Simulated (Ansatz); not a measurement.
Compare A (`C/C=C\C=O`) with its isomer B (`C1=CCOC1`).

Program: Ansatz. Geometries: PBE0-D4/def2-TZVP. ΔE: electronic, gas phase. CCSD(T)/CBS is the MP2 limit (def2-TZVPP, def2-QZVPP) plus CCSD(T) − MP2 in def2-TZVPP, frozen cores. Functionals use def2-TZVPP. B3LYP here is the variant with VWN-RPA as its local correlation; programs differ in this. One conformer a species, not always the lowest.

Which isomer does CCSD(T)/CBS put lower? Give the gap. (An estimate is asked.)

The calculation gave: A, by 22.9 kJ/mol.

Give E(B) − E(A) in kJ/mol with B3LYP, CCSD/def2-TZVPP, B3LYP-D4, LDA (SPW92), r2SCAN-D4, BLYP-D4, CCSD(T)/def2-SVP. (An estimate is asked.)

The calculation gave: B3LYP 41.3, CCSD/def2-TZVPP 22.3, B3LYP-D4 38.2, LDA (SPW92) 0.9, r2SCAN-D4 30.0, BLYP-D4 51.8, CCSD(T)/def2-SVP 36.6. None reverses the order clearly.

Does the order hold for the free energy at 298.15 K (harmonic terms from PBE0-D4)? (An estimate is asked.)

The calculation gave: Yes: G(B) − G(A) = +35.7 kJ/mol, for one conformer each.

Largest T1 diagnostic: 0.014.

At CCSD(T), def2-SVP lies +13.7 kJ/mol from the extrapolated value and def2-TZVPP +2.4 kJ/mol. From BLYP to BHLYP (50 % exact exchange), in def2-TZVPP and without D4, E(B) − E(A) moves by −29.4 kJ/mol.
